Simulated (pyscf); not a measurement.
Optimised with ωB97X-D3(BJ)/def2-SVP in PySCF. Correlated levels are frozen-core, on RHF or UHF. ΔMP2 is the change of the MP2 total energy from the triple- to the quadruple-zeta basis.

Q: PBE/def2-TZVP puts the barrier of `[OH][SiH2]` [doublet] + `[SiH4]` -> `[OH][SiH3]` + `[SiH3]` [doublet] (hydrogen abstraction; doublet surface; H–Si broken, H–Si formed) at 23.5 kJ/mol and the reaction energy at +2.0 kJ/mol, from the separated reactants. What do r²SCAN/def2-TZVP, ωB97M-D3(BJ)/def2-TZVP, CCSD(T)/def2-TZVPP + ΔMP2(QZVPP) give on the same structures?

A: r²SCAN: ΔE‡ = 28.7 kJ/mol, ΔE = -2.0 kJ/mol; ωB97M-D3(BJ): ΔE‡ = 41.0 kJ/mol, ΔE = -2.9 kJ/mol; CCSD(T): ΔE‡ = 47.3 kJ/mol, ΔE = -5.0 kJ/mol. PBE's barrier lies under all of them, by 5.2 to 23.8 kJ/mol. Its reaction energy lies over all of them, by 4.1 to 7.0 kJ/mol. This is the saddle that the search found; another between the same sides may lie lower. The angle at the transferred H is 142°. The CCSD(T) − MP2 part came from Ansatz, without density fitting, on the same reference.
